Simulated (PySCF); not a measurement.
Structure problem from calculated spectra and properties.

Formula: C2H6S.

* 13C NMR: chemical shifts (computed TMS as zero) by class: 25.4 (1 C), 22.9 (1 C) ppm [GIAO PBE0/pcSseg-1]
* Dipole: 1.78 D [PBE0/pcSseg-1]
* Rotational structure: rotational constants A, B, C: 28.952, 5.273, 4.844 GHz [PBE0-D3(BJ)/def2-SVP]
* 1H NMR: chemical shifts (computed TMS as zero) by class: 2.26 (2 H), 1.41 (1 H), 1.22 (3 H) ppm [GIAO PBE0/pcSseg-1]
* NMR, other nuclei: isotropic shieldings of nuclei other than C and H, by class: 563 (1 S) ppm [GIAO PBE0/pcSseg-1]

Gas-phase values; electronic properties from PySCF, density fitting. Levels stand in brackets. Geometry: PBE0-D3(BJ)/def2-SVP, one conformer, isolated molecule. NMR values are class means; diastereotopic atoms form classes of their own.

Q: Propose a structure and show how it fits.

A: Numbering: `[CH3:1][CH2:2][SH:3]`. Its formula, C2H6S, gives 0 degrees of unsaturation, so no ring and no π bond. 2 carbons fall into 2 classes; from least to most shielded: sp3 carbon bound to sulfur [C2] (25.4 ppm), methyl carbon [C1] (22.9 ppm). Hydrogen classes from least to most shielded: 2 H on an sp3 carbon bound to sulfur, C2 (2.26 ppm, a mean of values up to 0.7 ppm apart in this geometry), 1 H on a thiol sulfur, S3 (1.41 ppm), 3 H on a methyl carbon, C1 (1.22 ppm). The other shieldings belong to: 563 ppm, thiol sulfur [S3]. By its constants the optimised geometry is an asymmetric top. Structure: ethanethiol, `CCS`. The assignments are read from this structure; whether some other isomer fits the data as well wasn't checked.

Conformer computed: `[CH3:1][CH2:2][SH:3]`: H–S3–C2–C1 -64°.
